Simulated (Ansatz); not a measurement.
**CCl (doublet): from Hartree-Fock to the top rungs, cc-pVTZ**

Aim: climb from Hartree-Fock through coupled cluster and multireference methods for CCl (doublet) at one geometry and basis, and see what each rung misses.

Computed with Ansatz 0.2.0, Gaussian basis. Level: cc-pVTZ, core rule «outside noble gas», up to 6 orbitals frozen.

To be run: UHF; CCSD(T) on ROHF; CCSD(T) on UHF; BCCD(T) on ROHF; CISD; CCSDT(Q) on ROHF; CCSDT(Q) on UHF; CASSCF and MRCISD+Q, 11 electrons in 8 orbitals; CASSCF and NEVPT2, 11 electrons in 8 orbitals.

5 further runs of the same task are left out: 5 set aside as unsound or not needed.

## (1) The geometry

The geometry is a PBE0/def2-TZVP stationary point (not a proven minimum) of the parent state, kept for this charge and spin.

2 atoms, charge 0, spin multiplicity 2.

Atoms are counted from 1 here; the program's logs count them from 0.

Bond lengths: C1–Cl2 1.644 Å.

## (2) UHF

Contents of in.yaml:

```yaml
crystal:
  periodic: [false, false, false]
  atoms:
    - {symbol: C, position_ang: [0.000000, 0.000000, 0.000000]}
    - {symbol: Cl, position_ang: [0.000000, 0.000000, 1.644200]}
basis:
  gaussian: {orbitals: cc-pVTZ}
magnetization: {spin_polarized: true, initial_magnetization: 1}
hamiltonian: {xc: hf}
output: {orbitals: {seedname: orbitals}}
```

The run is started by

```bash
ansatz run in.yaml --threads 1 --pin off --events-out ev --progress --plain --max-ram 2816MiB --backend cpu
```

The runs that follow: CCSD(T) on ROHF; CCSD(T) on UHF; BCCD(T) on ROHF; CISD; CCSDT(Q) on ROHF; CCSDT(Q) on UHF; CASSCF and MRCISD+Q, 11 electrons in 8 orbitals; CASSCF and NEVPT2, 11 electrons in 8 orbitals.

Before running them: what should the planned runs give, taken together? Wanted: UCCSDT(Q) below the RHF energy; RMP2 from UCCSDT(Q); UMP2 from UCCSDT(Q); RCCSD from UCCSDT(Q); RCCSD(T) from UCCSDT(Q); UCCSD(T) from UCCSDT(Q); RCCSDT(Q) from UCCSDT(Q); NEVPT2 valence from UCCSDT(Q); MRCISD+Q valence from UCCSDT(Q).

As calculated:

| quantity | value |
| --- | --- |
| UCCSDT(Q) below the RHF energy | -9.4113 eV |
| RMP2 from UCCSDT(Q) | +29.76 kcal/mol |
| UMP2 from UCCSDT(Q) | +30.40 kcal/mol |
| RCCSD from UCCSDT(Q) | +11.29 kcal/mol |
| RCCSD(T) from UCCSDT(Q) | +1.31 kcal/mol |
| UCCSD(T) from UCCSDT(Q) | +1.32 kcal/mol |
| RCCSDT(Q) from UCCSDT(Q) | +0.13 kcal/mol |
| NEVPT2 valence from UCCSDT(Q) | +37.74 kcal/mol |
| MRCISD+Q valence from UCCSDT(Q) | +2.84 kcal/mol |
| levels within 1 kcal/mol (43 meV) | RCCSDT, UCCSDT, RCCSDT(Q) |
| T1 diagnostic | 0.026 |
| effectively unpaired electrons | 1.03 |

**Reading.** RCCSD(T) lands +1.31 kcal/mol from the yardstick (0.6 % of the correlation energy). One determinant dominates. Of the multireference levels listed MRCISD+Q valence comes nearest in total energy (+2.84 kcal/mol), which doesn't show that its space is the better one. These misses are within one basis, not against nature; the frozen cores of restricted and unrestricted runs differ, which can shift their rows.
